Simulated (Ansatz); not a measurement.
What does this script print? It uses Ansatz's Python interface.

Input file `c5h5.xyz`:
```text
10

C     0.17170   -1.30800   -0.08630
C    -1.03880   -0.53680    0.32640
C    -0.76730    0.75540    0.39180
C     0.62230    0.96150    0.03350
C     1.17080   -0.20920   -0.24330
H    -0.00930   -1.79430   -1.06800
H    -2.00880   -0.96690    0.53760
H    -1.47470    1.52720    0.66430
H     1.13360    1.91400   -0.00830
H     2.20040   -0.34280   -0.54770
```

The script, `opt_c5h5.py`:
```python
"""Relax the C5H5 molecule."""

import itertools

import ansatz as az
from ase.data import atomic_numbers, covalent_radii
import numpy as np


def main() -> None:
    mol = az.Crystal.molecule_from_extxyz("c5h5.xyz")

    model = mol.calculation().basis(gaussian="6-31G*").functional("b3lyp").spin("collinear", total=1)
    symbols = [site.symbol for site in mol.cartesian_sites]
    start = np.array([site.position_ang for site in mol.cartesian_sites], dtype=float)
    rep = model.relax(force_tolerance=0.005).run().report
    end = np.array(rep["positions_ang"])

    for key in ("converged", "free_energy_ev", "reference_energy_ev", "n_frozen", "n_occupied", "n_virtual"):
        print(f"{key:22s} {rep[key]}")

    # pairs closer than 1.2 times the sum of covalent radii, before or after
    radius = [covalent_radii[atomic_numbers[s]] for s in symbols]
    span = lambda where, i, j: np.linalg.norm(where[i] - where[j])
    bonded = [(i, j) for i, j in itertools.combinations(range(len(symbols)), 2) if min(span(start, i, j), span(end, i, j)) < 1.2 * (radius[i] + radius[j])]
    print("pair        before    after (A)")
    for i, j in bonded:
        print(f"{symbols[i]}{i}-{symbols[j]}{j}".ljust(10), f"{span(start, i, j):8.4f} {span(end, i, j):8.4f}")


if __name__ == "__main__":
    main()
```

```console
$ python opt_c5h5.py
converged              True
free_energy_ev         -5264.378074597649
reference_energy_ev    -5264.378074597649
n_frozen               0
n_occupied             [18, 17]
n_virtual              [67, 68]
pair        before    after (A)
C0-C1        1.4934   1.4372
C0-C4        1.4934   1.4373
C0-H5        1.1104   1.0853
C1-C2        1.3220   1.3708
C1-H6        1.0819   1.0823
C2-C3        1.4498   1.4824
C2-H7        1.0818   1.0841
C3-C4        1.3221   1.3708
C3-H8        1.0819   1.0841
C4-H9        1.0819   1.0823
```

Total energies depend on the basis set; only differences at equal settings carry meaning. The end point is the stationary point reached from this start; no frequency run checks that it is a minimum, and the basis set is modest. The species is open-shell (spin multiplicity 2). b3lyp holds the VWN-RPA fit, as in Gaussian; the form of ORCA and Turbomole is b3lyp5. The whole script took 2.9 min on 1 thread of AMD EPYC (Zen 3) (shared host), peak memory 0.3 GiB.

(Lines on the test bed's own set-up are left out of the output.)
